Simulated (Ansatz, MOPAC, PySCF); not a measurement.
Potential energy curve for SMILES C[SiH3] (CH₆Si). The C1–Si5 bond (C1 also carries H, H, H; Si5 carries H, H, H) is varied alone, starting from the PBE0/def2-TZVP optimised geometry.

Levels of theory: RKS-B3LYP/6-31G* = restricted B3LYP/6-31G*, spherical d (PySCF); AM1, restricted, heats of formation (MOPAC); UKS-CAM-B3LYP = unrestricted CAM-B3LYP/cc-pVTZ run with Ansatz (a quantum-chemistry and plane-wave program); UKS-B3LYP/6-311+G** = unrestricted B3LYP/6-311+G**, spherical d in PySCF 2.14.0.

Energies are in mEh, each relative to the lowest point of its own curve near equilibrium.

| R / Å | RKS-B3LYP/6-31G* | AM1 | UKS-CAM-B3LYP | UKS-B3LYP/6-311+G** |
|---|---|---|---|---|
| 1.39 | 187.6 | 122.1 | 181.0 | 185.7 |
| 1.51 | 86.8 | 50.1 | 82.0 | 85.1 |
| 1.58 | 51.0 | 26.1 | 47.3 | 49.7 |
| 1.69 | 17.6 | 6.1 | 15.4 | 16.8 |
| 1.77 | 5.5 | 0.7 | 4.3 | 5.1 |
| 1.82 | 1.6 | 0.0 | 1.1 | 1.5 |
| 1.87 | 0.0 | 0.8 | 0.0 | 0.0 |
| 1.92 | 0.1 | 2.8 | 0.7 | 0.3 |
| 1.97 | 1.7 | 5.7 | 2.8 | 2.0 |
| 2.07 | 8.0 | 13.6 | 10.1 | 8.5 |
| 2.19 | 19.3 | 26.0 | 22.5 | 19.8 |
| 2.35 | 37.4 | 46.4 | 42.0 | 37.8 |
| 2.50 | 55.4 | 68.5 | 61.3 | 55.5 |
| 2.82 | 91.9 | 117.4 | 100.5 | 91.2 |
| 3.07 | 116.6 | 149.6 | 125.4 | 115.3 |
| 3.38 | 141.8 | 179.6 | 141.6 | 134.1 |
| 3.77 | 166.1 | 207.1 | 150.3 | 144.5 |
| 4.06 | 179.6 | 222.2 | 153.1 | 148.0 |
| 4.57 | 196.5 | 240.3 | 155.2 | 150.4 |
| 5.04 | 206.4 | 250.9 | 155.8 | 151.1 |
| 5.55 | 213.0 | 258.8 | 156.1 | 151.4 |
| 6.46 | 218.8 | 268.0 | 156.2 | 151.5 |

At the longest distance, 6.46 Å, AM1 lies highest above its minimum (268.0 mEh) and UKS-B3LYP/6-311+G** lowest (151.5 mEh).

The restricted form behind RKS-B3LYP/6-31G*, AM1 keeps the bonding electrons paired and can't separate into open-shell fragments. The unrestricted determinant behind UKS-CAM-B3LYP, UKS-B3LYP/6-311+G** is spin-contaminated at 3.07 to 6.46 Å (<S²> up to 1.0, against 0.00 for a pure singlet).
